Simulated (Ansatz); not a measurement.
```yaml
crystal:
  periodic: [false, false, false]
  atoms:
    - {symbol: Y, position_ang: [0.000000, 0.000000, 0.000000]}
    - {symbol: B, position_ang: [0.000000, 0.000000, 2.290000]}
basis:
  gaussian: {orbitals: def2-TZVP}
hamiltonian: {xc: pbe0}
relax: {f_tol: 0.004, max_steps: 80}
```

```sh
$ ansatz run in.yaml --threads 1 --pin off --events-out ev --progress --plain --max-ram 2176MiB
```

Steps of the relaxation (energy above the last step; positions in Å, forces in eV/Å):

```
2
step 1, 47.1 meV
Y     0.000    0.000    0.000    0.000    0.000   -0.990
B     0.000    0.000    2.290    0.000    0.000    0.990
```

```
2
step 2, 16.7 meV
Y     0.000    0.000   -0.084    0.000    0.000    0.483
B     0.000    0.000    2.374    0.000    0.000   -0.483
```

```
2
step 3, 1.8 meV
Y     0.000    0.000   -0.040    0.000    0.000   -0.176
B     0.000    0.000    2.330    0.000    0.000    0.176
```

```
2
step 4, 0.0 meV
Y     0.000    0.000   -0.050    0.000    0.000   -0.010
B     0.000    0.000    2.340    0.000    0.000    0.010
```

```
2
step 5, 0.0 meV
Y     0.000    0.000   -0.051    0.000    0.000    0.001
B     0.000    0.000    2.341    0.000    0.000   -0.001
```

Close pairs at the end: Y1–B2 2.391 Å.

A stationary point of restricted PBE0 after 5 steps (its stability towards spin polarisation wasn't tested). 10 s on 1 thread of Intel Xeon 6975P-C, shared host.
